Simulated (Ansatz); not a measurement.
# Loss of CH4: C4H9NO → C3H5NO + CH4

Species: C4H9NO (butyramide) `CCCC(N)=O`, singlet; C3H5NO (acrylamide) `C=CC(N)=O`, singlet; CH4 (methane) `C`, singlet. This is a balance of energies; it says nothing on the path, which may need atoms to shift.

Shapes, held fixed at every level: PBE0-D4/def2-TZVP. Flexible molecules stand in one conformer, not always the lowest. Programs: Ansatz 0.2.0. The zero-point and thermal change to 298 K, harmonic and unscaled (PBE0-D4/def2-TZVP), is -13.7 kJ/mol.

**The experiment to reproduce.** Tabulated heats of formation (Active Thermochemical Tables, CRC Handbook of Chemistry and Physics): C4H9NO -282.0 (CRC); C3H5NO -130.2 (CRC); CH4 -74.5 (ATcT) kJ/mol, which give ΔH(298 K) = +77.3 kJ/mol.

```tsv
level	kind	ΔH (kJ/mol)	computed − measured
HF/def2-TZVPP	Hartree–Fock	+54.3	-23.0
r2SCAN-D4/def2-TZVPP	meta-GGA	+75.9	-1.3
B3LYP-D4/def2-TZVPP	global hybrid	+62.6	-14.6
PBE0-D4/def2-TZVPP	global hybrid	+88.4	+11.2
wB97X-V/def2-TZVPP	range-separated hybrid	+87.3	+10.0
MP2/def2-TZVPP	perturbation theory	+81.8	+4.6
CCSD(T)/def2-TZVPP	coupled cluster or CI	+74.3	-3.0
CCSD(T)/CBS estimate	coupled cluster or CI	+74.9	-2.3
```

Nearest: r2SCAN-D4/def2-TZVPP (-1.3); farthest: HF/def2-TZVPP (-23.0). 4 of 8 levels lie within 10 kJ/mol. The CBS estimate extrapolates MP2 from def2-TZVPP and def2-QZVPP and adds CCSD(T) − MP2 in the triple-zeta set, cores frozen.
